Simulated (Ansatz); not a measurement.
## CCSD(T) against full CI for several species

Each species is computed at the geometry given (Å), with frozen cores, in Ansatz 0.2.0: RHF-CCSD(T) for singlets, UHF-CCSD(T) otherwise, and full CI in the same basis. The program picks the determinant by trial CCSD, so it needn't be the lowest Hartree–Fock solution. States: B2H Σ⁻ or Δ, NO Π, HAl–AlH Σg⁻ or Δg. Cases whose determinant has another symmetry than full CI's state, or whose (Q) step broke down, weren't drawn.

Question: Judging by size, spin and bonding and the diagnostics given, rank them by the size of CCSD(T)'s error in total energy against full CI in the same basis, smallest first (an estimate).
A. HAl–AlH, triplet, 6-31G: Al 0.000 0.000 1.379; Al 0.000 0.000 -1.379; H 0.000 0.000 2.954; H 0.000 0.000 -2.954. T1 0.019, (T) -76 meV in a correlation energy of -2.58 eV
B. B2H, quartet, 6-31G: B 0.000 0.000 0.947; B 0.000 0.000 -3.071; H 0.000 0.000 2.125. T1 0.009, (T) -18 meV in a correlation energy of -2.05 eV
C. NO, quartet, 6-31G: N 0.000 0.000 0.000; O 0.000 0.000 1.903. T1 0.083, (T) -211 meV in a correlation energy of -4.18 eV

Answer: B (16.8 meV), A (52.9 meV), C (79.0 meV).

| species | basis | correlated electrons | CCSD(T) − full CI (meV) | CCSDT(Q) − full CI (meV) | unpaired electrons (full CI) | T1 | ⟨S²⟩ of the determinant |
| --- | --- | --- | --- | --- | --- | --- | --- |
| B2H, quartet | 6-31G | 7 | 16.8 | 4.9 | 3.40 | 0.009 | 3.75 |
| HAl–AlH, triplet | 6-31G | 8 | 52.9 | 6.8 | 2.11 | 0.019 | 2.03 |
| NO, quartet | 6-31G | 11 | 79.0 | -13.8 | 3.58 | 0.083 | 4.50 |

Unpaired electrons are Σ n²(2−n)² over natural occupations; an open shell counts its own unpaired electrons too. Frozen cores follow each run's orbitals, which moves totals by a few meV. No single determinant describes B2H, quartet well, by full CI's occupations.
